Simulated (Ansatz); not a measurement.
# NH₂O (quartet): wave-function methods side by side, def2-QZVPP

The task here is to estimate one member of a computed series from the others.

Computed with Ansatz 0.2.0, Gaussian basis. Level: def2-QZVPP, core rule «outside noble gas», up to 2 orbitals frozen.

To be run: UHF; ROHF; CCSD(T) on UHF.

2 further runs of the same task are left out: 2 set aside as unsound or not needed.

**The system**

The geometry is a PBE0/def2-TZVP stationary point (not a proven minimum) of the parent state, kept for this charge and spin.

4 atoms, charge 0, spin multiplicity 4.

Atoms are counted from 1 here; the program's logs count them from 0.

Bond lengths: N1–O2 1.262 Å, N1–H3 1.014 Å, N1–H4 1.014 Å. Angles: O2–N1–H3 120.2°, O2–N1–H4 120.2°, H3–N1–H4 119.6°.

The first run:

in.yaml

```yaml
crystal:
  periodic: [false, false, false]
  atoms:
    - {symbol: N, position_ang: [0.000000, 0.000000, 0.598418]}
    - {symbol: O, position_ang: [0.000000, 0.000000, -0.663532]}
    - {symbol: H, position_ang: [0.000000, 0.876220, 1.108323]}
    - {symbol: H, position_ang: [0.000000, -0.876220, 1.108323]}
basis:
  gaussian: {orbitals: "def2-QZVPP.json"}
magnetization: {spin_polarized: true, initial_magnetization: 3}
hamiltonian: {xc: hf}
output: {orbitals: {seedname: orbitals}}
```

Run with:

```sh
ansatz run in.yaml --threads 1 --pin off --events-out ev --progress --plain --max-ram 2393MiB
```

Steps of the session up to this table: UHF; ROHF; CCSD(T) on UHF.

One table of the session follows, with a row left open; its other results are not shown here.

| method | from UCCSD(T) (meV) |
| --- | --- |
| ROHF | ? |
| UHF | +12219.3 |
| UMP2 | +1084.5 |
| UCCSD | +472.8 |
| UCCSD(T) | 0 |

Estimate the missing values for ROHF.

The run gave: from UCCSD(T) (meV): +12592.0. In the column «from UCCSD(T) (meV)» it is the highest.
